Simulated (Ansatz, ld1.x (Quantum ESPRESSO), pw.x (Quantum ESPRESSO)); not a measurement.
# pw.x on bcc Cs: one setting changed

Potential: PAW, ld1.x (Quantum ESPRESSO) 7.5, PBEsol; core [Kr] 4d10, reference 5s2 5p6 5d0 6s0.5 6p0; waves: 5s (bound): rcut 2.35, rcutus 2.65 bohr; 6s (bound): rcut 2.35, rcutus 2.65 bohr; 5p (bound): rcut 2.70, rcutus 3.25 bohr; 6p (bound, empty): rcut 2.70, rcutus 3.25 bohr; 5d (bound, empty): rcut 4.00, rcutus 5.26 bohr; 5d channel at 0.9 Ry: rcut 4.00, rcutus 5.26 bohr; local part: all-electron potential smoothed inside 3.25 bohr (lloc = -2); core correction: Bessel-smoothed model core inside 2.20 bohr; augmentation: BESSEL, radius 2.30 bohr.

The reference run (k-mesh 8³, cutoffs 40/320 Ry, Fermi–Dirac 0.01 Ry, mixing_beta 0.4, conv_thr 1e-9, no spin) gives -0.00 GPa at 108.605 Å³/atom, where all-electron LAPW gives -0.00 GPa. This run, with its own iteration cap, changes degauss to 0.002.

```
&control
  calculation='scf', prefix='x', pseudo_dir='./', outdir='./tmp', tstress=.true., disk_io='none'
/
&system
  ibrav=0, nat=1, ntyp=1, ecutwfc=40, ecutrho=320, nbnd=12,
  occupations='smearing', smearing='fd', degauss=0.002
/
&electrons
  conv_thr=1e-09, mixing_beta=0.4, electron_maxstep=60
/
ATOMIC_SPECIES
Cs 1.0 Cs.UPF
CELL_PARAMETERS angstrom
  -3.00559142 3.00559142 3.00559142
  3.00559142 -3.00559142 3.00559142
  3.00559142 3.00559142 -3.00559142
ATOMIC_POSITIONS crystal
Cs 0.0000 0.0000 0.0000
K_POINTS automatic
8 8 8 0 0 0
```

```bash
pw.x < Cs.scf.in > Cs.scf.out
```

How does the run end?

It converges in 23 iterations; the free energy moves by +41.2 meV/atom and the pressure by +0.00 GPa. In a metal, with Fermi–Dirac smearing, F lies below its zero-width value by a term in the square of the width.

```
Message from routine setup:
     using ibrav=0 with symmetry is DISCOURAGED, use correct ibrav instead
     lattice parameter (alat)  =       9.8376  a.u.
     unit-cell volume          =     732.9029 (a.u.)^3
     number of electrons       =         9.00
     number of Kohn-Sham states=           12
     kinetic-energy cutoff     =      40.0000  Ry
     charge density cutoff     =     320.0000  Ry
     scf convergence threshold =      1.0E-09
     Exchange-correlation= SLA  PW   PSX  PSC
     number of k points=    29  Fermi-Dirac smearing, width (Ry)=  0.0020
     iteration #  1     ecut=    40.00 Ry     beta= 0.40
     total energy              =    -409.45649255 Ry
     estimated scf accuracy    <       0.11044984 Ry
     iteration #  2     ecut=    40.00 Ry     beta= 0.40
     total energy              =    -409.44790808 Ry
     estimated scf accuracy    <       0.02295222 Ry
     iteration #  3     ecut=    40.00 Ry     beta= 0.40
     total energy              =    -409.45382763 Ry
     estimated scf accuracy    <       0.00046296 Ry
     iteration #  4     ecut=    40.00 Ry     beta= 0.40
     c_bands:  1 eigenvalues not converged
     c_bands:  1 eigenvalues not converged
     total energy              =    -409.45441215 Ry
     estimated scf accuracy    <       0.00031000 Ry
     iteration #  5     ecut=    40.00 Ry     beta= 0.40
     total energy              =    -409.45442197 Ry
     estimated scf accuracy    <       0.00041271 Ry
     iteration #  6     ecut=    40.00 Ry     beta= 0.40
     total energy              =    -409.45445749 Ry
     estimated scf accuracy    <       0.00003519 Ry
     [... 11 iterations left out ...]
     iteration # 18     ecut=    40.00 Ry     beta= 0.40
     total energy              =    -409.45445747 Ry
     estimated scf accuracy    <       0.00000013 Ry
     iteration # 19     ecut=    40.00 Ry     beta= 0.40
     total energy              =    -409.45445733 Ry
     estimated scf accuracy    <       0.00000034 Ry
     iteration # 20     ecut=    40.00 Ry     beta= 0.40
     total energy              =    -409.45445742 Ry
     estimated scf accuracy    <       0.00000002 Ry
     iteration # 21     ecut=    40.00 Ry     beta= 0.40
     total energy              =    -409.45445742 Ry
     estimated scf accuracy    <          7.1E-09 Ry
     iteration # 22     ecut=    40.00 Ry     beta= 0.40
     total energy              =    -409.45445742 Ry
     estimated scf accuracy    <          1.6E-09 Ry
     iteration # 23     ecut=    40.00 Ry     beta= 0.40
     the Fermi energy is     2.2912 ev
!    total energy              =    -409.45445742 Ry
     estimated scf accuracy    <          2.1E-11 Ry
     smearing contrib. (-TS)   =      -0.00044870 Ry
     The total energy is F=E-TS. E is the sum of the following terms:
     one-electron contribution =     -15.51344769 Ry
     hartree contribution      =      10.67008932 Ry
     xc contribution           =      -8.13404739 Ry
     ewald contribution        =     -25.94992634 Ry
     one-center paw contrib.   =    -370.52667662 Ry
     convergence has been achieved in  23 iterations
          total   stress  (Ry/bohr**3)                   (kbar)     P=        0.01
     Message from routine punch:
     Nothing written, as per user request (disk_io='none')
```

The run took about 59 s on one core of a shared host (Neoverse-V1, 32 threads, 247 GiB, load 33).
